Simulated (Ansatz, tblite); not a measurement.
# The cluster Cs₂I: rung by rung

Aim: run the doublet of the cluster Cs₂I at one geometry on many levels, and compare frontier levels, spin and run time.

Method: as each input shows; program: Ansatz 0.2.0, Gaussian basis.

The runs, in order: GFN1-xTB, GFN2-xTB, PBE-D4/def2-TZVP, r2SCAN-D4/def2-TZVP, ωB97M-V/def2-TZVP, HF/def2-TZVP, LC-ωPBE/def2-TZVP, r2SCANh-D4/def2-TZVP, B97M-V/def2-TZVP, PBE-D4/def2-SVP, PBE0-D4/def2-SVP, PBE0-D4/def2-TZVPD, PBE-D4/def2-TZVPD, r2SCAN-D4/def2-TZVPD, CCSD(T)/def2-TZVPP, MP2/def2-TZVP, RPA/def2-TZVP, CCSD(T)/def2-TZVPD.

## Step 1: The structure

The geometry is that of the doublet, from an earlier relaxation (PBE-D4/def2-TZVP). At that level it is the lowest of the isomers that a small search found.

3 atoms, charge 0, spin multiplicity 2.

Bond lengths: Cs1–I3 3.559 Å, Cs2–I3 3.559 Å. Angles: Cs1–I3–Cs2 85.1°.

Cs, I take a core potential in the def2 sets. No spin-orbit coupling is included.

PBE0-D4/def2-TZVP was run before; its log isn't repeated, and its numbers join the tables.

## Step 2: GFN1-xTB

Tight binding, by tblite at 300 K electronic temperature and without a spin-polarisation term:

```python
tblite.interface.Calculator('GFN1-xTB', numbers, positions, charge=0, uhf=1).singlepoint()
```

Energy -125.0335 eV; 0.002 s.

## Step 3: GFN2-xTB

Tight binding, by tblite at 300 K electronic temperature and without a spin-polarisation term:

```python
tblite.interface.Calculator('GFN2-xTB', numbers, positions, charge=0, uhf=1).singlepoint()
```

Energy -116.1954 eV; 0.003 s.

## Step 4: PBE-D4/def2-TZVP

start.molden holds the orbitals of an earlier run on this state, given as this run's starting guess.

in.yaml

```yaml
crystal:
  periodic: [false, false, false]
  atoms:
    - {symbol: Cs, position_ang: [-2.358042, 0.796881, -0.603819]}
    - {symbol: Cs, position_ang: [2.447040, 0.482914, -0.582213]}
    - {symbol: I, position_ang: [-0.088998, -1.279794, 1.186032]}
basis:
  gaussian: {orbitals: def2-TZVP, initial_orbitals: start.molden}
magnetization: {spin_polarized: true, initial_magnetization: 1}
hamiltonian: {xc: pbe, dispersion: d4}
scf: {omitted_lower_state_checks: [starts]}
output: {orbitals: {seedname: orbitals}}
```

Command:

```console
> ansatz run in.yaml --threads 4 --pin off --events-out ev --progress --plain --max-ram 3916MiB
```

The runs that follow: r2SCAN-D4/def2-TZVP; ωB97M-V/def2-TZVP; HF/def2-TZVP; LC-ωPBE/def2-TZVP; r2SCANh-D4/def2-TZVP; B97M-V/def2-TZVP; PBE-D4/def2-SVP; PBE0-D4/def2-SVP; PBE0-D4/def2-TZVPD; PBE-D4/def2-TZVPD; r2SCAN-D4/def2-TZVPD; CCSD(T)/def2-TZVPP; MP2/def2-TZVP; RPA/def2-TZVP; CCSD(T)/def2-TZVPD.

Before running them: what should the planned runs give, taken together? Wanted: gap in def2-TZVP, named functionals and Hartree-Fock, smallest and largest; correlation energy, CCSD(T)/def2-TZVPP; correlation energy, MP2/def2-TZVP; correlation energy, CCSD(T)/def2-TZVPD; binding an atom, CCSD(T)/def2-TZVPP; ⟨S²⟩ in def2-TZVP, named functionals and Hartree-Fock, smallest and largest; PBE0 total energy, smallest basis above largest.

As calculated:

```
                                                                   quantity                                value
 gap in def2-TZVP, named functionals and Hartree-Fock, smallest and largest  0.45 eV (B97M-V), 3.55 eV (LC-ωPBE)
                                     correlation energy, CCSD(T)/def2-TZVPP                            -21.70 eV
                                          correlation energy, MP2/def2-TZVP                            -19.30 eV
                                     correlation energy, CCSD(T)/def2-TZVPD                            -19.32 eV
                                        binding an atom, CCSD(T)/def2-TZVPP                             1.359 eV
⟨S²⟩ in def2-TZVP, named functionals and Hartree-Fock, smallest and largest                         0.750, 0.752
                            PBE0 total energy, smallest basis above largest       0.31 eV (def2-SVP, def2-TZVPD)
```

Over the named functionals and Hartree-Fock in def2-TZVP the gap runs from 0.45 eV (B97M-V) to 3.55 eV (LC-ωPBE); exact exchange widens it. The functionals in def2-TZVP miss CCSD(T)/def2-TZVPP by +0.023 (B97M-V) to +0.094 eV (r2SCAN-D4) an atom. The reference is CCSD(T) in one finite basis, so it carries an error of its own, often a tenth of an eV or more, and near misses can't be ranked.
